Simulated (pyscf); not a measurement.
H₃Si–GaH–AsH₂ (SMILES [SiH3][GaH][AsH2]) → H₃Si–Ga=AsH (SMILES [SiH3][Ga]=[AsH]) + H₂ (SMILES [H][H]), an elimination (singlet surface; Ga–H, As–H broken, H–H formed). Structures and frequencies: ωB97X-D3(BJ)/def2-SVP in PySCF. Energies in kcal/mol from the reactant's lowest minimum found.

AM1 to PM7: differences of heats of formation from MOPAC, which are fitted to 298 K values and so differ in kind from electronic energies by zero-point and thermal terms. 

Task: Quick PM7 single points give ΔE‡ = 79.5 kcal/mol and ΔE = +10.7 kcal/mol. What does ωB97M-D3(BJ)/def2-TZVP give, and how far is the quick result from it?

Result: ωB97M-D3(BJ)/def2-TZVP gives ΔE‡ = 50.7 kcal/mol and ΔE = +25.0 kcal/mol. PM7 lies 28.9 kcal/mol over it in the barrier and 14.2 kcal/mol under it in the reaction energy, so on this step it does not hold to within 3.0 kcal/mol. ωB97M-D3(BJ)/def2-TZVP has limits of its own. At the saddle there is also a short Ga–H contact that neither side keeps. The same reactants have a lower exit, to Ga–AsH₂ [singlet] + SiH₄ (barrier +37.1 kcal/mol at ωB97M-D3(BJ)/def2-TZVP, against +50.7 kcal/mol here). H₃Si–Ga=AsH lies 17.6 kcal/mol over its isomer H₃Si–AsH–Ga [singlet] (electronic energy, ωB97M-D3(BJ)/def2-TZVP). This is the saddle that the search found; another between the same sides may lie lower. In the def2 sets elements up to Kr have no core potential.
